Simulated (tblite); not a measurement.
Compound: C5H6.
SMILES with atom numbers: `[CH:1]#[C:2][CH2:3][CH:4]=[CH2:5]` (hydrogens: H6 on C1; H7, H8 on C3; H9 on C4; H10, H11 on C5)

Structure used (GFN2-xTB), in Å, numbered top down from 1:
```
atom  x, y, z in Å
C1     2.2875    1.1906    0.3875
C2     1.4445    0.3421    0.3652
C3     0.4008   -0.6645    0.3067
C4    -0.6918   -0.2327   -0.6281
C5    -1.9505   -0.0733   -0.2690
H6     3.0366    1.9236    0.4246
H7     0.0004   -0.8299    1.3105
H8     0.8426   -1.6011   -0.0517
H9    -0.3764   -0.0423   -1.6457
H10   -2.7071    0.2407   -0.9679
H11   -2.2813   -0.2506    0.7420
```

Level: GFN2-xTB in tblite, geometry and Hessian alike; calculated harmonic values, unscaled, isolated species. This tight-binding method is rough: wavenumbers can miss measured ones by several per cent, in bad cases by 10 to 20. One conformer, not necessarily the lowest.

Harmonic wavenumbers (cm⁻¹): 66.5, 171.5, 290.0, 398.4, 421.3, 620.3, 639.1, 669.7, 891.9, 902.9, 940.2, 1015.6, 1021.4, 1100.3, 1175.7, 1259.2, 1298.8, 1414.6, 1434.8, 1719.0, 2296.3, 2925.0, 2962.5, 3060.5, 3094.5, 3123.5, 3399.1.

A = 17937, B = 2697, C = 2544 MHz; mass 66.047 u (most abundant isotopes); point group C1, symmetry number 1.

Question: What is the zero-point energy?

Answer: ½Σν̃ = 19156 cm⁻¹ = 54.77 kcal/mol.

Question: What is S at 350 K and 1 bar for an ideal gas of classical rigid rotors and harmonic oscillators?

Answer: Translation 39.30, rotation 25.85, vibration 14.48: S = 79.6 cal/(mol K).

Question: And Cp and H(350 K) − H(0)?

Answer: Cp = 25.25 cal/(mol K), of which vibrations give 17.30 (their classical limit is 27 R = 53.7); H(350 K) − H(0) = 5.59 kcal/mol without the zero-point energy, 2.81 from vibrations.

Question: How do the functions run with temperature in this model?

Answer: 
```tsv
T (K)	S (cal/(mol K))	Cp (cal/(mol K))	H − H(0) (kcal/mol)	G − H(0) (kcal/mol)	ln q(vib)
150	63.5	14.4	1.64	-7.89	1.08
250	72.1	19.7	3.34	-14.69	2.12
298.15	75.8	22.4	4.35	-18.25	2.65
400	83.2	27.8	6.92	-26.35	3.83
600	96.1	35.9	13.34	-44.31	6.22
900	112.2	43.8	25.38	-75.64	9.73
```

q(vib) and H(0) count from the zero-point level.

Question: What must be added to the electronic energy to get the Gibbs energy at 350 K and 1 bar?

Answer: ZPE + [H(350 K) − H(0)] − T·S = 54.77 + 5.59 − 27.87 = 32.49 kcal/mol.

Hindered rotation and anharmonicity are outside this model. Other conformers, if any are populated, would add a mixing term that is left out. The structure is chiral; the term R ln 2 for an equal mix with its mirror image is left out.
